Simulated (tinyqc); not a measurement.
Inside a calculation. Method: ROHF in the sto-3g basis, for NH3+, spin multiplicity 2. One step of it, computed by the program tinyqc.

Problem. Iteration 1: Roothaan effective Fock matrix. With projectors Pc = D(beta) S, Po = (D(alpha) - D(beta)) S, Pv = 1 - D(alpha) S, the block xy is Px^T F Py; with Fc = (F(alpha) + F(beta))/2, the blocks are Fc for cc, oo, vv and cv, F(beta) for co and F(alpha) for ov.

F(alpha) (hartree), order 1N 1s, 1N 2s, 1N 2px, 1N 2py, 1N 2pz, 2H 1s, 3H 1s, 4H 1s:
$$\begin{pmatrix}
-14.377326 & -3.726506 & 0.000001 & 0.000000 & -0.004367 & -0.517671 & -0.518093 & -0.518093 \\
-3.726506 & -1.751645 & 0.000003 & 0.000000 & 0.017247 & -0.512439 & -0.512726 & -0.512726 \\
0.000001 & 0.000003 & -0.201181 & 0.000000 & -0.000002 & -0.282975 & 0.141450 & 0.141450 \\
0.000000 & 0.000000 & 0.000000 & -0.201313 & 0.000000 & 0.000000 & -0.245187 & 0.245187 \\
-0.004367 & 0.017247 & -0.000002 & 0.000000 & -0.171324 & 0.051843 & 0.051872 & 0.051872 \\
-0.517671 & -0.512439 & -0.282975 & 0.000000 & 0.051843 & -0.320608 & -0.118228 & -0.118228 \\
-0.518093 & -0.512726 & 0.141450 & -0.245187 & 0.051872 & -0.118228 & -0.320634 & -0.118221 \\
-0.518093 & -0.512726 & 0.141450 & 0.245187 & 0.051872 & -0.118228 & -0.118221 & -0.320634
\end{pmatrix}$$

F(beta) (hartree), order 1N 1s, 1N 2s, 1N 2px, 1N 2py, 1N 2pz, 2H 1s, 3H 1s, 4H 1s:
$$\begin{pmatrix}
-14.355857 & -3.694591 & 0.000000 & 0.000000 & 0.000049 & -0.512471 & -0.512890 & -0.512890 \\
-3.694591 & -1.583817 & -0.000003 & 0.000000 & 0.141297 & -0.480879 & -0.481145 & -0.481145 \\
0.000000 & -0.000003 & -0.157526 & 0.000000 & -0.000033 & -0.275884 & 0.137903 & 0.137903 \\
0.000000 & 0.000000 & 0.000000 & -0.157657 & 0.000000 & 0.000000 & -0.239041 & 0.239041 \\
0.000049 & 0.141297 & -0.000033 & 0.000000 & 0.577446 & 0.058103 & 0.058139 & 0.058139 \\
-0.512471 & -0.480879 & -0.275884 & 0.000000 & 0.058103 & -0.311518 & -0.112078 & -0.112078 \\
-0.512890 & -0.481145 & 0.137903 & -0.239041 & 0.058139 & -0.112078 & -0.311532 & -0.112068 \\
-0.512890 & -0.481145 & 0.137903 & 0.239041 & 0.058139 & -0.112078 & -0.112068 & -0.311532
\end{pmatrix}$$

D(alpha) at the start, order 1N 1s, 1N 2s, 1N 2px, 1N 2py, 1N 2pz, 2H 1s, 3H 1s, 4H 1s:
$$\begin{pmatrix}
1.065850 & -0.292199 & 0.000007 & 0.000000 & 0.007351 & 0.030700 & 0.030718 & 0.030718 \\
-0.292199 & 1.292193 & -0.000048 & 0.000000 & -0.041771 & -0.130822 & -0.130902 & -0.130902 \\
0.000007 & -0.000048 & 1.139440 & 0.000000 & 0.000011 & -0.173288 & 0.086646 & 0.086646 \\
0.000000 & 0.000000 & 0.000000 & 1.139628 & 0.000000 & 0.000000 & -0.150186 & 0.150186 \\
0.007351 & -0.041771 & 0.000011 & 0.000000 & 1.007222 & 0.027179 & 0.027202 & 0.027202 \\
0.030700 & -0.130822 & -0.173288 & 0.000000 & 0.027179 & 0.040125 & 0.000601 & 0.000601 \\
0.030718 & -0.130902 & 0.086646 & -0.150186 & 0.027202 & 0.000601 & 0.040167 & 0.000582 \\
0.030718 & -0.130902 & 0.086646 & 0.150186 & 0.027202 & 0.000601 & 0.000582 & 0.040167
\end{pmatrix}$$

D(beta) at the start, order 1N 1s, 1N 2s, 1N 2px, 1N 2py, 1N 2pz, 2H 1s, 3H 1s, 4H 1s:
$$\begin{pmatrix}
1.064655 & -0.287039 & 0.000005 & 0.000000 & 0.041560 & 0.030962 & 0.030980 & 0.030980 \\
-0.287039 & 1.269917 & -0.000041 & 0.000000 & -0.189447 & -0.131954 & -0.132034 & -0.132034 \\
0.000005 & -0.000041 & 1.139440 & 0.000000 & 0.000054 & -0.173287 & 0.086647 & 0.086647 \\
0.000000 & 0.000000 & 0.000000 & 1.139628 & 0.000000 & 0.000000 & -0.150186 & 0.150186 \\
0.041560 & -0.189447 & 0.000054 & 0.000000 & 0.028263 & 0.019676 & 0.019699 & 0.019699 \\
0.030962 & -0.131954 & -0.173287 & 0.000000 & 0.019676 & 0.040067 & 0.000544 & 0.000544 \\
0.030980 & -0.132034 & 0.086647 & -0.150186 & 0.019699 & 0.000544 & 0.040109 & 0.000525 \\
0.030980 & -0.132034 & 0.086647 & 0.150186 & 0.019699 & 0.000544 & 0.000525 & 0.040109
\end{pmatrix}$$

overlap S, order 1N 1s, 1N 2s, 1N 2px, 1N 2py, 1N 2pz, 2H 1s, 3H 1s, 4H 1s:
$$\begin{pmatrix}
1.000000 & 0.235038 & 0.000000 & 0.000000 & 0.000000 & 0.031882 & 0.031908 & 0.031908 \\
0.235038 & 1.000000 & 0.000000 & 0.000000 & 0.000000 & 0.348044 & 0.348226 & 0.348226 \\
0.000000 & 0.000000 & 1.000000 & 0.000000 & 0.000000 & 0.337458 & -0.168710 & -0.168710 \\
0.000000 & 0.000000 & 0.000000 & 1.000000 & 0.000000 & 0.000000 & 0.292413 & -0.292413 \\
0.000000 & 0.000000 & 0.000000 & 0.000000 & 1.000000 & -0.056019 & -0.056057 & -0.056057 \\
0.031882 & 0.348044 & 0.337458 & 0.000000 & -0.056019 & 1.000000 & 0.089639 & 0.089639 \\
0.031908 & 0.348226 & -0.168710 & 0.292413 & -0.056057 & 0.089639 & 1.000000 & 0.089602 \\
0.031908 & 0.348226 & -0.168710 & -0.292413 & -0.056057 & 0.089639 & 0.089602 & 1.000000
\end{pmatrix}$$

Give: effective F.

Solution.

effective F (hartree), order 1N 1s, 1N 2s, 1N 2px, 1N 2py, 1N 2pz, 2H 1s, 3H 1s, 4H 1s:
$$\begin{pmatrix}
-14.3666 & -3.7100 & 0.0000 & 0.0000 & 0.0016 & -0.5150 & -0.5155 & -0.5155 \\
-3.7100 & -1.6628 & 0.0000 & 0.0000 & 0.0951 & -0.4959 & -0.4962 & -0.4962 \\
0.0000 & 0.0000 & -0.1794 & 0.0000 & 0.0000 & -0.2794 & 0.1397 & 0.1397 \\
0.0000 & 0.0000 & 0.0000 & -0.1795 & 0.0000 & 0.0000 & -0.2421 & 0.2421 \\
0.0016 & 0.0951 & 0.0000 & 0.0000 & 0.1982 & 0.0597 & 0.0597 & 0.0597 \\
-0.5150 & -0.4959 & -0.2794 & 0.0000 & 0.0597 & -0.3160 & -0.1151 & -0.1151 \\
-0.5155 & -0.4962 & 0.1397 & -0.2421 & 0.0597 & -0.1151 & -0.3160 & -0.1151 \\
-0.5155 & -0.4962 & 0.1397 & 0.2421 & 0.0597 & -0.1151 & -0.1151 & -0.3160
\end{pmatrix}$$
